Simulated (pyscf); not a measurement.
# Four-centre exchange: H₃C–GaH₂ (SMILES [CH3][GaH2]) + HO–SiH₃ (SMILES O[SiH3]) → H₃C–GaH–O–SiH₃ (SMILES [CH3][GaH][O][SiH3]) + H₂ (SMILES [H][H])

Gas phase, singlet surface, charge 0. Bonds broken: Ga2–H6, O8–H10. Bonds formed: Ga2–O8, H6–H10. Single points on ωB97X-D3(BJ)/def2-SVP structures (PySCF, gas phase).

Transition state (Å):

```xyz
13

C     -1.4888    -1.3164    -0.6286
Ga    -0.5985    -0.5125     0.9120
H     -0.7478    -1.6284    -1.3822
H     -2.1765    -0.5954    -1.0949
H     -2.0629    -2.2087    -0.3328
H     -1.7922     0.4484     1.8892
H      0.4857    -1.0734     1.8858
O     -0.2869     1.4362     0.6263
Si     1.0390     2.4268     0.8517
H     -1.2219     1.1639     1.4272
H      0.7676     3.7750     0.2797
H      1.3492     2.5701     2.3052
H      2.2130     1.8176     0.1612
```

One imaginary mode, 1331i cm⁻¹; descent along it reached the two sides named, in the forms told below.

```tsv
bond	change	reactant side (Å)	saddle	product side
Ga2–H6	breaks	1.583	1.817	2.7
O8–H10	breaks	0.965	1.261	2.8
Ga2–O8	forms	2.161	1.994	1.798
H6–H10	forms	2.8	1.025	0.762
```

Electronic energies relative to the separated reactants (eV):

```csv
level,barrier,reaction energy,reverse barrier
ωB97X-D3(BJ)/def2-TZVP,0.21,-0.83,1.04
PBE/def2-TZVP,0.14,-0.70,0.85
r²SCAN/def2-TZVP,0.08,-0.82,0.90
B3LYP-D3(BJ)/def2-TZVP,0.23,-0.80,1.03
PBE0-D3(BJ)/def2-TZVP,0.17,-0.72,0.89
M06-2X/def2-TZVP,0.14,-0.96,1.09
ωB97M-D3(BJ)/def2-TZVP,0.32,-0.72,1.04
HF/def2-TZVP,0.89,-0.65,1.54
```

With ωB97M-D3(BJ)/def2-TZVP energies and thermal terms (ideal gas, 1 atm, RRHO with modes under 100 cm⁻¹ raised to 100, one conformer, R ln 2 for rigid chiral ones), in eV:

```tsv
T (K)	ΔH‡	ΔG‡	ΔH	ΔG
298	0.27	0.78	-0.80	-0.67
600	0.27	1.29	-0.75	-0.56
900	0.30	1.79	-0.72	-0.48
1200	0.33	2.28	-0.69	-0.40
```

On the reactant side the descent ends in an adduct with a Ga–O contact, 0.65 eV under the separated species and 0.86 eV under the saddle at ωB97X-D3(BJ)/def2-TZVP. What is counted as formed (Ga–O) is already present as a longer contact in the reactant adduct; forming that adduct is a step of its own. At the saddle there is also a short Ga–H contact that neither side keeps. This is the saddle that the search found; another between the same sides may lie lower. Elements up to Kr have no core potential and no relativistic terms here.
